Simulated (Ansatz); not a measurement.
# Worked example: C4H9FO → C3H6F + CH3O

Species: C4H9FO `COCCCF`, singlet; C3H6F `[CH2]CCF`, doublet; CH3O `C[O]`, doublet. 

Shapes, held fixed at every level: PBE0-D4/def2-TZVP. Flexible molecules stand in one conformer, not always the lowest. Programs: Ansatz 0.2.0. The zero-point and thermal change to 298 K, harmonic and unscaled (PBE0-D4/def2-TZVP), is -26.5 kJ/mol.

At CCSD(T)/CBS estimate; 1 Eh = 2625.50 kJ/mol:

| species | energy (Eh) |
| --- | --- |
| C4H9FO | -332.570574 |
| C3H6F | -217.486938 |
| CH3O | -114.935170 |

Work out ΔH(298 K) of the reaction at this level.


1. Products less reactants: (-217.486938) + (-114.935170) − [(-332.570574)] = 0.148466 Eh = +389.8 kJ/mol.
2. With the thermal change: +389.8 + (-26.5) = +363.3 kJ/mol.

Other levels give +315.0 (BHLYP-D4/def2-TZVPP) to +390.9 kJ/mol (MP2/def2-TZVPP). No measured value is set beside it here. Open shells run unrestricted. The CBS estimate extrapolates MP2 from def2-TZVPP and def2-QZVPP and adds CCSD(T) − MP2 in the triple-zeta set, cores frozen. The median of the other levels is +341.4 kJ/mol.
